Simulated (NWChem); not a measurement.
## Correlation energy of disilane (H6Si2)

```
Si
H 1 1.5056
H 1 1.5056 2 108.64
H 1 1.5056 2 108.64 3 118.01
Si 1 2.3541 2 110.29 3 -120.99
H 5 1.5056 1 110.29 2 180.00
H 5 1.5056 6 108.64 1 120.99
H 5 1.5056 6 108.64 7 118.01
```
Charge 0, spin multiplicity 1.

The numbers come from NWChem runs, not from measurements. Structure: optimised with PBE/def2-SVP, a minimum by its harmonic frequencies.

Basis set: cc-pVDZ. Each correlation energy counts from its own Hartree-Fock reference.

```csv
method,correlation energy (mHa),difference from CCSD(T)
SCS-MP2,-232.4,+40.1
CR-CCSD[T],-271.4,+1.0
CCSD,-266.3,+6.1
MP2,-214.3,+58.1
CCSD+T(CCSD),-272.6,-0.2
CCSD(T),-272.4,0.0
RI-MP2,-214.0,+58.4
CR-CCSD(T),-271.3,+1.1
```

The values span 58.5 mHa, from CCSD+T(CCSD) (lowest) to RI-MP2 (highest). 

The correlated methods keep 10 core orbitals frozen. No row is a measurement; the coupled-cluster row has its own basis-set and correlation limits.
